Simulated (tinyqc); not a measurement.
RHF in the sto-3g basis, for NH3, spin multiplicity 1, step by step. One step of it, computed by the program tinyqc.

Problem. Iteration 1: diagonalisation and new density. A level shift of 0.2 hartree raises the virtual space: F + shift (S - S D(s) S), with D(s) the density of one spin (D/2). Diagonalise F' = X^T F X, C = X C', fill 5 alpha and 5 beta electrons from the bottom; D = 2 C_occ C_occ^T. Each column has its largest component positive (the first on a tie).

Fock matrix F (hartree):
```
,1N 1s,1N 2s,1N 2px,1N 2py,1N 2pz,2H 1s,3H 1s,4H 1s
1N 1s,-13.435689,-3.513270,-0.000006,0.000000,0.000159,-0.569008,-0.568660,-0.568660
1N 2s,-3.513270,-1.092273,-0.000086,0.000000,0.002454,-0.362522,-0.362348,-0.362348
1N 2px,-0.000006,-0.000086,0.422734,0.000000,0.000001,-0.125474,0.062685,0.062685
1N 2py,0.000000,0.000000,0.000000,0.422741,0.000000,0.000000,-0.108641,0.108641
1N 2pz,0.000159,0.002454,0.000001,0.000000,0.558906,0.001234,0.001233,0.001233
2H 1s,-0.569008,-0.362522,-0.125474,0.000000,0.001234,0.047847,-0.092549,-0.092549
3H 1s,-0.568660,-0.362348,0.062685,-0.108641,0.001233,-0.092549,0.047913,-0.092484
4H 1s,-0.568660,-0.362348,0.062685,0.108641,0.001233,-0.092549,-0.092484,0.047913
```

X:
```
,1N 1s,1N 2s,1N 2px,1N 2py,1N 2pz,2H 1s,3H 1s,4H 1s
1N 1s,1.024247,-0.143467,-0.000006,0.000000,0.000118,0.019681,0.019675,0.019675
1N 2s,-0.143467,1.227021,0.000070,0.000000,-0.001121,-0.225078,-0.224951,-0.224951
1N 2px,-0.000006,0.000070,1.100194,0.000000,0.000000,-0.234036,0.116949,0.116949
1N 2py,0.000000,0.000000,0.000000,1.100172,0.000000,0.000000,-0.202608,0.202608
1N 2pz,0.000118,-0.001121,0.000000,0.000000,1.000006,0.001233,0.001233,0.001233
2H 1s,0.019681,-0.225078,-0.234036,0.000000,0.001233,1.137194,-0.028851,-0.028851
3H 1s,0.019675,-0.224951,0.116949,-0.202608,0.001233,-0.028851,1.137079,-0.028835
4H 1s,0.019675,-0.224951,0.116949,0.202608,0.001233,-0.028851,-0.028835,1.137079
```

D at the start:
```
,1N 1s,1N 2s,1N 2px,1N 2py,1N 2pz,2H 1s,3H 1s,4H 1s
1N 1s,2.134222,-0.602149,-0.000033,0.000000,0.000618,0.068037,0.068005,0.068005
1N 2s,-0.602149,2.689367,0.000212,0.000000,-0.003590,-0.292125,-0.291971,-0.291971
1N 2px,-0.000033,0.000212,2.346731,0.000000,-0.000001,-0.395528,0.197646,0.197646
1N 2py,0.000000,0.000000,0.000000,2.346676,0.000000,0.000000,-0.342436,0.342436
1N 2pz,0.000618,-0.003590,-0.000001,0.000000,2.000022,0.002140,0.002139,0.002139
2H 1s,0.068037,-0.292125,-0.395528,0.000000,0.002140,0.098393,-0.001594,-0.001594
3H 1s,0.068005,-0.291971,0.197646,-0.342436,0.002139,-0.001594,0.098322,-0.001617
4H 1s,0.068005,-0.291971,0.197646,0.342436,0.002139,-0.001594,-0.001617,0.098322
```

overlap S:
```
,1N 1s,1N 2s,1N 2px,1N 2py,1N 2pz,2H 1s,3H 1s,4H 1s
1N 1s,1.000000,0.235038,0.000000,0.000000,0.000000,0.037157,0.037134,0.037134
1N 2s,0.235038,1.000000,0.000000,0.000000,0.000000,0.382773,0.382630,0.382630
1N 2px,0.000000,0.000000,1.000000,0.000000,0.000000,0.367867,-0.183842,-0.183842
1N 2py,0.000000,0.000000,0.000000,1.000000,0.000000,0.000000,0.318516,-0.318516
1N 2pz,0.000000,0.000000,0.000000,0.000000,1.000000,-0.002139,-0.002138,-0.002138
2H 1s,0.037157,0.382773,0.367867,0.000000,-0.002139,1.000000,0.103431,0.103431
3H 1s,0.037134,0.382630,-0.183842,0.318516,-0.002138,0.103431,1.000000,0.103351
4H 1s,0.037134,0.382630,-0.183842,-0.318516,-0.002138,0.103431,0.103351,1.000000
```

Give: F' = X^T F X; orbital energies; coefficients C; D after iteration 1.

Solution.

F' = X^T F X (hartree):
```
,1,2,3,4,5,6,7,8
1,-13.1479,-1.9827,0.0000,0.0000,0.0003,-0.0575,-0.0574,-0.0574
2,-1.9827,-0.2099,0.0000,0.0000,0.0007,-0.2828,-0.2826,-0.2826
3,0.0000,0.0000,0.6207,0.0000,0.0000,-0.3272,0.1635,0.1635
4,0.0000,0.0000,0.0000,0.6206,0.0000,0.0000,-0.2832,0.2832
5,0.0003,0.0007,0.0000,0.0000,0.5589,0.0018,0.0018,0.0018
6,-0.0575,-0.2828,-0.3272,0.0000,0.0018,0.4861,-0.0417,-0.0417
7,-0.0574,-0.2826,0.1635,-0.2832,0.0018,-0.0417,0.4860,-0.0416
8,-0.0574,-0.2826,0.1635,0.2832,0.0018,-0.0417,-0.0416,0.4860
```

orbital energies (hartree): MO1 -13.4470, MO2 -0.2496, MO3 0.1709, MO4 0.1709, MO5 0.5589, MO6 0.7416, MO7 0.9774, MO8 0.9775

coefficients C:
```
,MO1,MO2,MO3,MO4,MO5,MO6,MO7,MO8
1N 1s,0.9919,-0.2262,0.0000,0.0000,-0.0028,-0.1891,0.0000,-0.0001
1N 2s,0.0356,0.7759,0.0000,-0.0001,0.0135,1.0366,0.0000,0.0008
1N 2px,0.0000,0.0001,0.0000,0.5178,0.0000,-0.0006,0.0000,1.0122
1N 2py,0.0000,0.0000,0.5177,0.0000,0.0000,0.0000,1.0121,0.0000
1N 2pz,-0.0001,-0.0026,0.0000,0.0000,0.9999,-0.0143,0.0000,0.0000
2H 1s,-0.0063,0.1802,0.0000,0.5552,-0.0058,-0.6374,0.0000,-0.8084
3H 1s,-0.0063,0.1801,0.4809,-0.2777,-0.0058,-0.6381,-0.6996,0.4035
4H 1s,-0.0063,0.1801,-0.4809,-0.2777,-0.0058,-0.6381,0.6996,0.4035
```

D after iteration 1:
```
,1N 1s,1N 2s,1N 2px,1N 2py,1N 2pz,2H 1s,3H 1s,4H 1s
1N 1s,2.0701,-0.2805,0.0000,0.0000,-0.0045,-0.0939,-0.0939,-0.0939
1N 2s,-0.2805,1.2070,0.0000,0.0000,0.0230,0.2789,0.2790,0.2790
1N 2px,0.0000,0.0000,0.5362,0.0000,0.0000,0.5750,-0.2875,-0.2875
1N 2py,0.0000,0.0000,0.0000,0.5361,0.0000,0.0000,0.4980,-0.4980
1N 2pz,-0.0045,0.0230,0.0000,0.0000,1.9996,-0.0126,-0.0126,-0.0126
2H 1s,-0.0939,0.2789,0.5750,0.0000,-0.0126,0.6816,-0.2433,-0.2433
3H 1s,-0.0939,0.2790,-0.2875,0.4980,-0.0126,-0.2433,0.6818,-0.2433
4H 1s,-0.0939,0.2790,-0.2875,-0.4980,-0.0126,-0.2433,-0.2433,0.6818
```
